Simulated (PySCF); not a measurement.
# Two-dimensional NMR puzzle

Compound of formula C4H10O2. Correlations simulated from computed shifts and the bond graph:

HSQC (one-bond C–H):
```tsv
δH	δC
3.65	74.2
3.52	61.4
```

HMBC (two and three bonds, from the bond graph):
```tsv
δH	δC
3.65	74.2, 61.4
3.52	74.2
```

Level of theory: σ from GIAO-PBE0/pcSseg-1, structure optimised with GFN2-xTB, in PySCF 2.14 (no solvent model, one computed conformer, fast rotation and ring inversion assumed for equivalent nuclei, no relativistic terms).

Referencing at the same level of theory: TMS for 1H, 13C.

Exchangeable hydrogens are left out of these lists.

**Question.** Assemble the structure.

**Answer.** SMILES COCCOC.

Structure with atom numbers: `[CH3:1][O:2][CH2:3][CH2:4][O:5][CH3:6]`. Each H is labelled by its parent atom.

δC 74.2 is C3/C4, an sp3 CH2 bonded to O (δH 3.65). δC 61.4 is C1/C6, a methyl carbon bonded to O (δH 3.52).

This is the structure that produced the data.

Shifts are as computed. Against solution values, carbons near 30 ppm lie about +3 ppm off and those near 130 ppm about +5 ppm. Of 1211 compounds with measured shifts, 218 miss one by over three times the rms of a fit or turn the order of signals round; such compounds aren't used in these exercises.
